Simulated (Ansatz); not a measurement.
# AlSi: the cost of one run

The runs use Ansatz 0.2.0, Gaussian basis; def2-QZVPP, core rule «outside noble gas», up to 10 orbitals frozen.

The runs, in order: UHF; ROHF; CCSD(T) on UHF.

### Step 1. The system

The geometry is a PBE0/def2-TZVP stationary point (not a proven minimum) of the parent state, kept for this charge and spin.

2 atoms, charge 0, spin multiplicity 2.

Atoms are counted from 1 here; the program's logs count them from 0.

Bond lengths: Si1–Al2 2.416 Å.

As a file:

```csv
atom,x (Å),y (Å),z (Å)
Si1,0.0000,0.0000,0.0000
Al2,0.0000,0.0000,2.4162
```

### Step 2. UHF

Input file in.yaml:

```yaml
crystal:
  periodic: [false, false, false]
  atoms:
    - {symbol: Si, position_ang: [0.000000, 0.000000, 0.000000]}
    - {symbol: Al, position_ang: [0.000000, 0.000000, 2.416200]}
basis:
  gaussian: {orbitals: "def2-QZVPP.json"}
magnetization: {spin_polarized: true, initial_magnetization: 1}
hamiltonian: {xc: hf}
output: {orbitals: {seedname: orbitals}}
```

Run with:

```
$ ansatz run in.yaml --threads 1 --pin off --events-out ev --progress --plain --max-ram 2393MiB
```

Q: Estimate wall time and peak memory on 1 thread of Arm Neoverse V1, shared host.

About 39 s, with a peak of 0.33 GiB.
